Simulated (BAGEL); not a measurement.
**C2H6N (SMILES C[N]C) at UHF/6-31G(d) (density fitting with qzvpp-jkfit, spherical functions)**

Aim: the vertical ionisation energy of C2H6N at UHF/6-31G* (density fitting with qzvpp-jkfit, spherical functions), from 2 runs. 

Program for the calculation: BAGEL 1.2.2.

2 further runs of the same task are left out: 2 set aside as unsound or not needed. Runs told in other sessions of the task aren't counted.

### 1 The molecule

C2H6N: 9 atoms, total charge 0, spin state doublet. SMILES: `C[N]C`. The shape is that of a PBE0-D4/def2-TZVP optimisation.

Bond lengths: C1–N2 1.427 Å, N2–C3 1.427 Å, C1–H4 1.102 Å, C1–H5 1.091 Å, C1–H6 1.102 Å, C3–H7 1.102 Å, C3–H8 1.091 Å, C3–H9 1.102 Å. Some angles: C1–N2–C3 111.8°, N2–C1–H4 111.2°, N2–C1–H5 110.8°, N2–C1–H6 111.2°, N2–C3–H7 111.1°, N2–C3–H8 110.8°, N2–C3–H9 111.3°, H4–C1–H5 108.7°, H4–C1–H6 106.1°, H5–C1–H6 108.7°.

### 2 A single-point energy at UHF/6-31G(d) (density fitting with qzvpp-jkfit, spherical functions)

The input, job.json:

```json
{ "bagel": [

{
  "title": "molecule",
  "basis": "6-31gs.json",
  "df_basis": "qzvpp-jkfit",
  "angstrom": true,
  "geometry": [
    { "atom": "C", "xyz": [   -0.237500,    0.857100,   -0.780700 ] },
    { "atom": "N", "xyz": [    0.449100,   -0.385400,   -0.632700 ] },
    { "atom": "C", "xyz": [    0.306100,   -0.915300,    0.684800 ] },
    { "atom": "H", "xyz": [   -1.312700,    0.746500,   -0.567800 ] },
    { "atom": "H", "xyz": [   -0.119300,    1.246400,   -1.792900 ] },
    { "atom": "H", "xyz": [    0.138800,    1.607400,   -0.067200 ] },
    { "atom": "H", "xyz": [   -0.753900,   -1.087700,    0.930800 ] },
    { "atom": "H", "xyz": [    0.845300,   -1.858500,    0.783100 ] },
    { "atom": "H", "xyz": [    0.684000,   -0.210600,    1.442500 ] }
  ]
},
{ "title": "uhf", "nopen": 1 },
{ "title": "print", "file": "orbitals.molden", "orbitals": true }

]}
```

The basis set 6-31G* is read from a file made from the Basis Set Exchange's data (not shown).

Launch:

```sh
$ BAGEL_NUM_THREADS=1 BAGEL job.json > job.out
```

Output:

```text
* using 1 threads per process

  ===============================================================
  ===============================================================

  *** Geometry ***

  { "atom" : "C", "xyz" : [     -0.448810,      1.619684,     -1.475309 ] },
  { "atom" : "N", "xyz" : [      0.848676,     -0.728300,     -1.195630 ] },
  { "atom" : "C", "xyz" : [      0.578445,     -1.729666,      1.294084 ] },
  { "atom" : "H", "xyz" : [     -2.480643,      1.410681,     -1.072986 ] },
  { "atom" : "H", "xyz" : [     -0.225444,      2.355355,     -3.388090 ] },
  { "atom" : "H", "xyz" : [      0.262294,      3.037546,     -0.126990 ] },
  { "atom" : "H", "xyz" : [     -1.424665,     -2.055455,      1.758957 ] },
  { "atom" : "H", "xyz" : [      1.597385,     -3.512056,      1.479845 ] },
  { "atom" : "H", "xyz" : [      1.292573,     -0.397976,      2.725930 ] },

  Number of auxiliary basis functions:      335

  Since a DF basis is specified, we compute 2- and 3-index integrals:
    o Being stored without compression. Storage requirement is 0.008 GB

  Number of basis functions:       54
  Number of electrons      :       25

    * METHOD: MOLECULE                             0.08

  *** Open-shell HF ***

  === Nuclear Repulsion ===
    77.2051366005

      * DIIS with orbital gradients will be used.

  === UHF iteration (6-31gs.json) ===
      0       -133.47658347          0.04390146           0.02
      1       -133.59365161          0.01987740           0.02
      2       -133.61842860          0.01002056           0.02
      3       -133.62482994          0.00208186           0.02
      4       -133.62582206          0.00047748           0.02
      5       -133.62587664          0.00014401           0.02
      6       -133.62589472          0.00001939           0.02
      7       -133.62589833          0.00000748           0.02
      8       -133.62589975          0.00000389           0.02
      9       -133.62590043          0.00000115           0.02
     10       -133.62590049          0.00000042           0.02
     11       -133.62590049          0.00000031           0.02
     12       -133.62590049          0.00000023           0.02
     13       -133.62590049          0.00000012           0.02
     14       -133.62590049          0.00000009           0.02
     15       -133.62590049          0.00000007           0.02
     16       -133.62590049          0.00000002           0.02
     17       -133.62590049          0.00000001           0.02
    * SCF iteration converged.

    * S^2 (UHF) is 0.7615

    * Permanent dipole moment:
           (    0.368584,    -0.315926,    -0.518795) a.u.

    * METHOD: UHF                                  0.47

    * METHOD: PRINT                                0.01

  ===============================================================
```

Wall time 0.68 s (1 thread of Arm Neoverse V2, shared host).

### 3 The singlet cation at the same level

The input, calc.json:

```json
{ "bagel" : [

{
  "title" : "molecule",
  "basis" : "6-31gs.json",
  "df_basis" : "qzvpp-jkfit",
  "angstrom" : "true",
  "geometry" : [
    { "atom" : "C", "xyz" : [      -0.237500,       0.857100,      -0.780700 ] },
    { "atom" : "N", "xyz" : [       0.449100,      -0.385400,      -0.632700 ] },
    { "atom" : "C", "xyz" : [       0.306100,      -0.915300,       0.684800 ] },
    { "atom" : "H", "xyz" : [      -1.312700,       0.746500,      -0.567800 ] },
    { "atom" : "H", "xyz" : [      -0.119300,       1.246400,      -1.792900 ] },
    { "atom" : "H", "xyz" : [       0.138800,       1.607400,      -0.067200 ] },
    { "atom" : "H", "xyz" : [      -0.753900,      -1.087700,       0.930800 ] },
    { "atom" : "H", "xyz" : [       0.845300,      -1.858500,       0.783100 ] },
    { "atom" : "H", "xyz" : [       0.684000,      -0.210600,       1.442500 ] }
  ]
},

{ "title" : "hf", "charge" : 1 },

{ "title" : "print", "file" : "orbitals.molden", "orbitals" : "true" }

]}
```

The basis set 6-31G* is read from a file made from the Basis Set Exchange's data (not shown).

Launch:

```sh
$ BAGEL_NUM_THREADS=1 BAGEL calc.json > calc.out
```

Output:

```text
* using 1 threads per process

  ===============================================================
  ===============================================================

  *** Geometry ***

  { "atom" : "C", "xyz" : [     -0.448810,      1.619684,     -1.475309 ] },
  { "atom" : "N", "xyz" : [      0.848676,     -0.728300,     -1.195630 ] },
  { "atom" : "C", "xyz" : [      0.578445,     -1.729666,      1.294084 ] },
  { "atom" : "H", "xyz" : [     -2.480643,      1.410681,     -1.072986 ] },
  { "atom" : "H", "xyz" : [     -0.225444,      2.355355,     -3.388090 ] },
  { "atom" : "H", "xyz" : [      0.262294,      3.037546,     -0.126990 ] },
  { "atom" : "H", "xyz" : [     -1.424665,     -2.055455,      1.758957 ] },
  { "atom" : "H", "xyz" : [      1.597385,     -3.512056,      1.479845 ] },
  { "atom" : "H", "xyz" : [      1.292573,     -0.397976,      2.725930 ] },

  Number of auxiliary basis functions:      335

  Since a DF basis is specified, we compute 2- and 3-index integrals:
    o Being stored without compression. Storage requirement is 0.008 GB

  Number of basis functions:       54
  Number of electrons      :       25

    * METHOD: MOLECULE                             0.08

  *** RHF ***

  === Nuclear Repulsion ===
    77.2051366005

      * DIIS with orbital gradients will be used.

  === RHF iteration (6-31gs.json) ===
      0       -133.19780696          0.01614891           0.01
      1       -133.27125675          0.00521755           0.01
      2       -133.28128802          0.00244817           0.01
      3       -133.28308786          0.00085573           0.01
      4       -133.28349730          0.00022763           0.01
      5       -133.28352039          0.00003406           0.01
      6       -133.28352074          0.00000861           0.01
      7       -133.28352076          0.00000212           0.01
      8       -133.28352077          0.00000058           0.01
      9       -133.28352077          0.00000031           0.01
     10       -133.28352077          0.00000023           0.01
     11       -133.28352077          0.00000014           0.01
     12       -133.28352077          0.00000006           0.01
     13       -133.28352077          0.00000002           0.01
     14       -133.28352077          0.00000001           0.01
    * SCF iteration converged.

    * Permanent dipole moment:
           (    0.345511,    -0.293151,    -0.482800) a.u.

    * METHOD: HF                                   0.22

    * METHOD: PRINT                                0.01

  ===============================================================
```

Run time: 0.44 s. Hardware: 1 thread of Arm Neoverse V2, shared host.

### 4 What came out

Level: UHF/6-31G* (density fitting with qzvpp-jkfit, spherical functions).

```
                                          quantity          value
                       doublet C2H6N: total energy  -133.62590 Eh
                      doublet C2H6N: dipole moment         1.81 D
                               doublet C2H6N: ⟨S²⟩          0.761
                      singlet cation: total energy  -133.28352 Eh
                       singlet cation: HOMO energy      -19.98 eV
                       singlet cation: LUMO energy       -7.13 eV
                     singlet cation: HOMO–LUMO gap       12.85 eV
vertical ionisation energy (to the singlet cation)       9.317 eV
```

What this shows: The vertical ionisation energy comes to 9.32 eV (215 kcal/mol).
